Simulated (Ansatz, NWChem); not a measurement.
## Heat of formation of C3H6O (oxetane) from total energies

C3H6O has 10 atoms, charge 0, and is taken as a singlet. As SMILES, `C1COC1`. The shape is that of a PBE0-D4/def2-TZVP optimisation.

Total energies at CCSD(T)/6-31G* (spherical functions), 4 core orbitals frozen (NWChem 7.3.0); the atoms run unrestricted:

```tsv
species	state	energy (Eh)
C3H6O	singlet	-192.519277
C	triplet	-37.751275
O	triplet	-74.894749
H	doublet	-0.498233
```

Harmonic wavenumbers at PBE0-D4/def2-TZVP, in cm⁻¹: 44, 767, 815, 838, 959, 965, 1076, 1077, 1153, 1170, 1200, 1236, 1265, 1318, 1383, 1487, 1511, 1540, 3031, 3041, 3076, 3077, 3102, 3158.

Measured heats of formation of the gaseous atoms at 298.15 K, in kJ/mol: C 716.9, O 249.2, H 218.0. Spin-orbit lowering of the atoms at 298 K (mean of the ground term's levels less their thermal mean, from spectra), in kJ/mol: C 0.02, O 0.40. Take 1 Eh = 2625.50 kJ/mol, 1 cm⁻¹ = 0.0119627 kJ/mol, RT = 2.479 kJ/mol.

What heat of formation follows?


1. Electronic atomisation energy: 3 × (-37.751275) + (-74.894749) + 6 × (-0.498233) − (-192.519277) = 1.381305 Eh = 3626.6 kJ/mol.
2. Zero-point energy: half the sum of the wavenumbers, 19144.5 cm⁻¹ = 229.0 kJ/mol.
3. Thermal vibrational enthalpy, Σ hcν̃/(exp(hcν̃/kT) − 1): 3.5 kJ/mol. Translation, rotation and pV of a non-linear molecule: 4 RT = 9.9 kJ/mol.
4. The 10 free atoms carry 5/2 RT each: 62.0 kJ/mol.
5. Spin-orbit coupling lowers the free atoms by 3 × 0.02 + 0.40 = 0.5 kJ/mol.
6. Atomisation enthalpy at 298 K: 3626.6 − 0.5 − 229.0 − 3.5 − 9.9 + 62.0 = 3445.7 kJ/mol.
7. Sum of the atoms' heats of formation: 3707.9 kJ/mol. Heat of formation: 3707.9 − 3445.7 = +262.2 kJ/mol.

The tabulated value is -80.5 kJ/mol (CRC Handbook of Chemistry and Physics), so this level is off by +342.7 kJ/mol, or 9.0 % of the atomisation enthalpy that the table implies (3788.3 kJ/mol). Coupled cluster needs large bases for atomisation: in a finite one the molecule is underbound. A double-zeta basis underbinds. Anharmonicity and any spin-orbit splitting of the molecule are left out, and cores are frozen in the wave-function part.
